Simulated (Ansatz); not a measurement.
hcp Os, treated with r²SCAN (Ansatz, an electronic-structure program, plane waves, PAW).

Numerical settings: plane-wave cutoff 560 eV, 24×24×14 k mesh (along the axes of the cell as run), Fermi–Dirac smearing 0.05 eV, no spin polarisation, scalar-relativistic PAW data made under PBE.

Energies at three volumes about the minimum:

| V (Å³/atom) | E − E_lowest (meV/atom) |
|---|---|
| 13.735 | 7.77 |
| 14.016 | 0.00 |
| 14.296 | 7.20 |

Task: Fit a parabola by hand: where is the minimum, and what is the bulk modulus?

Result: Slopes: (0.00 − 7.77)/(14.016 − 13.735) = -27.651 and (7.20 − 0.00)/(14.296 − 14.016) = 25.714 meV/Å³. Curvature E″ = 2 × (25.714 − (-27.651))/(14.296 − 13.735) = 190.250 meV/Å⁶. From the middle of the first interval, the slope vanishes at V0 = 13.8755 − (-27.651)/190.250 = 14.021 Å³/atom. B = V0 E″ = 14.021 × 190.250 meV/Å³ × 0.1602 GPa per meV/Å³ = 427 GPa. The full Birch–Murnaghan fit to all volumes gives V0 = 14.016 Å³/atom and B0 = 427 GPa.

Shape and atoms are relaxed at each volume.

Measured, for comparison: bulk modulus 425 GPa (zero-point energy and finite temperature contributions removed; as tabulated in doi:10.1021/acs.jctc.3c00612); equilibrium volume per atom 13.85 Å³/atom (copied from a table, unchecked, extrapolated to 0 K and zero-point effects removed; as tabulated in Lejaeghere et al. (2013), arXiv:1204.2733). Computed less measured: bulk modulus +0.5 %, equilibrium volume per atom not scored (unchecked).
